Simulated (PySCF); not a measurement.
C₅H₈O.
Structure used (PBE0-D3(BJ)/def2-SVP), in Å, numbered top down from 1:
```
atom  x, y, z in Å
C1    -1.9972    0.6703   -2.1460
C2    -1.6664    0.3920   -0.8760
C3    -0.3236    0.1129   -0.4075
C4    -0.0641   -0.1585    0.8878
O5     1.1148   -0.4315    1.4558
C6     2.2502   -0.4477    0.6339
H7    -3.0304    0.8723   -2.4360
H8    -1.2412    0.7042   -2.9367
H9    -2.4594    0.3693   -0.1175
H10    0.4816    0.1298   -1.1474
H11   -0.8657   -0.1769    1.6334
H12    3.1067   -0.6877    1.2762
H13    2.1635   -1.2127   -0.1578
H14    2.4167    0.5345    0.1573
```

Theory: PBE0-D3(BJ)/def2-SVP geometry optimisation, gas phase in PySCF.

Take the most abundant isotopes and a rigid rotor. The values belong to one conformer with, in the numbering `[CH2:1]=[CH:2]/[CH:3]=[CH:4]/[O:5][CH3:6]`, C1–C2–C3–C4 180°, C3–C4–O5–C6 0°.

Question: What are A, B and C (GHz)?

Answer: Ia = 39.26, Ib = 315.28, Ic = 351.29 u·Å²; 505379 MHz·u·Å²/I gives 12874, 1603 and 1439 MHz, that is A = 12.874, B = 1.6030, C = 1.4386 GHz.

Question: What kind of rotor is it?

Answer: A near-prolate asymmetric top: κ = (2 × 1603 − 12874 − 1439)/(12874 − 1439) = -0.97.

Question: Is it planar, by Δ = Ic − Ia − Ib?

Answer: Not planar: Δ = Ic − Ia − Ib = -3.24 u·Å². For a rigid frame Δ = −2 Σ m c², so Σ m c² = 1.62 u·Å² lies off the ab plane, practically all of it from hydrogen. The atom farthest from that plane is 0.90 Å away.

Question: Give the other two planar moments, Paa and Pbb, and the rms extents of the mass along the axes.

Answer: Paa = Σ m a² = (Ib + Ic − Ia)/2 = 313.66 and Pbb = Σ m b² = (Ia + Ic − Ib)/2 = 37.63 u·Å². With the mass M = 84.06 u, the rms extents √(P/M) along a, b and c are 1.93, 0.67, 0.14 Å.

Question: Which types of transition are allowed, and where do some lines up to J = 2 fall?

Answer: The dipole components are |μa| = 0.95 D, |μb| = 0.86 D, |μc| = 0.00 D; the mirror of this Cs structure is the ab plane, so μc vanishes by symmetry and there are no c-type lines. The squared components, which scale the intensities, stand as 1.00 : 0.81 (a : b). Some lines, for components of 0.1 D or more:

```csv
type,branch,"J(Ka,Kc)",MHz,lower level (cm⁻¹)
a,Q,"2(1,1) ← 2(1,2)",493,0.675
a,R,"1(0,1) ← 0(0,0)",3042,0.000
a,R,"2(1,2) ← 1(1,1)",5919,0.477
a,R,"2(0,2) ← 1(0,1)",6081,0.101
a,R,"2(1,1) ← 1(1,0)",6248,0.483
b,Q,"1(1,0) ← 1(0,1)",11436,0.101
b,Q,"2(1,1) ← 2(0,2)",11602,0.304
b,R,"1(1,1) ← 0(0,0)",14313,0.000
b,R,"2(1,2) ← 1(0,1)",17190,0.101
b,Q,"2(2,0) ← 2(1,1)",33815,0.691
b,Q,"2(2,1) ← 2(1,2)",34307,0.675
b,R,"2(2,1) ← 1(1,0)",40061,0.483
b,R,"2(2,0) ← 1(1,1)",40227,0.477
```

Question: Estimate the classical rotational partition function at 25 K, 200 K and 298.15 K.

Answer: Point group Cs, symmetry number σ = 1; q = (√π/σ)·√((kT/h)³/(ABC)), k/h = 20836.6 MHz/K: 3870 at 25 K, 87500 at 200 K, 159000 at 298.15 K.

Whether it is a minimum is left open (no frequencies). No vibrational averaging or centrifugal distortion is included, and the geometry carries the error of its method. A rigid rotor knows nothing of internal rotation, which can split or shift real lines.

On one thread of an Arm Neoverse V1, no GPU, shared host, this took 27 s wall and 0.65 GiB of memory at its peak. This is the geometry optimisation.
